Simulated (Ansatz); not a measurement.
## Barium, bcc: convergence with the plane-wave cutoff

Computed with Ansatz, LDA, scalar-relativistic PAW, on the relaxed cell (a = 4.758 Å; spin not included). Errors count from a run at 420 eV on a Γ-centred 15×15×15 mesh with Fermi-Dirac smearing of 0.1 eV, extrapolated to zero width. Fixed here: mesh 9×9×9, Fermi-Dirac width 0.1 eV. The pressure holds a Pulay correction and is unreliable far below the recommended cutoff. The SCF starts from atomic densities corrected by a trained network.

```
cutoff (eV)  E(σ→0) error (meV/atom)  P (GPa)  SCF iterations
        150                   2082.3     0.29               6
        200                    527.5     0.04               6
        250                    105.3     0.03               6
        300                     15.1    -0.02               6
        350                      2.0    -0.02               6
        420                      0.6    -0.02               6
        500                      0.6    -0.02               6
        600                      0.6    -0.02               6
        800                      0.6    -0.02               6
```

Within 5 meV/atom of the last row: from 350 eV on.
